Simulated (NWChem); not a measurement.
System: C₂H, doublet; SMILES [C]#C

Task: Give the equilibrium geometry at PBE0/def2-SVP, spin-unrestricted (NWChem) as an XYZ file, with the point group.

Result: point group C*v; any orientation.
```
3

C      0.0000     0.0000     0.7426
C      0.0000     0.0000    -0.4696
H      0.0000     0.0000    -1.5460
```
